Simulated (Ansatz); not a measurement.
Which isomer of H3OSi gives these data?

These gas-phase data were calculated for one isomer of H3OSi at PBE0-D4/def2-TZVP (harmonic, unscaled wavenumbers; equilibrium rotational constants with average atomic masses):

```
rotational constants            : 84.66, 14.75, 14.74 GHz
all wavenumbers above 1500 cm⁻¹ : 2231, 2228, 2179
dipole moment                   : 1.70 D (PBE0/def2-TZVPD)
```

Candidates:

(1) `O[SiH2]`, a doublet
(2) `[O][SiH3]`, a doublet

Q: Assign the data to one candidate and say why.

A: Candidate (2). No mode falls between 3300 and 4000 cm⁻¹, where the O–H stretch of (1) would stand.

The same quantities for all candidates:

```tsv
	rotational constants (GHz)	wavenumbers above 1500 cm⁻¹	dipole (D)	E above the lowest, PBE0-D4/def2-TZVP (kcal/mol)
(1)	110.9, 15.09, 13.97	3920, 2215, 2146	1.28	0.0
(2)	84.66, 14.75, 14.74	2231, 2228, 2179	1.70	27.0
```

Harmonic stretches to hydrogen usually lie a few per cent above observed fundamentals. Each candidate is one conformer. Open shells are spin-unrestricted. Programs: Ansatz 0.2.0.
